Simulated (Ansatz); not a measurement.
Mulliken charges of C2H2FNO, SMILES `N=C(F)C=O` from PBE/def2-TZVPP in Ansatz (PBE0-D4/def2-TZVP geometry).

| atom | x (Å) | y (Å) | z (Å) | charge (e) |
| --- | --- | --- | --- | --- |
| N1 | -1.315 | -0.360 | 0.320 | -0.198 |
| C2 | -0.133 | 0.038 | 0.375 | 0.145 |
| F3 | 0.468 | 0.501 | 1.466 | -0.117 |
| C4 | 0.740 | 0.022 | -0.845 | 0.086 |
| O5 | 1.877 | 0.391 | -0.842 | -0.174 |
| H6 | -1.793 | -0.294 | 1.218 | 0.177 |
| H7 | 0.219 | -0.367 | -1.737 | 0.080 |

By hand: the dipole of these point charges (1 e Å = 4.8032 D).

Σ q r = (-0.376, -0.129, -0.030) e Å, of length 0.399 e Å = 1.92 D.

How does the dipole of the full density compare? (Estimate.)

Ansatz gave: (-0.355, -0.086, 0.120) e Å, 1.85 D; the point charges give 1.04 times that, at 23° from its direction.

Point charges leave out the atoms' own dipoles, such as those of lone pairs, and Mulliken's split depends on the basis, so the two needn't agree.
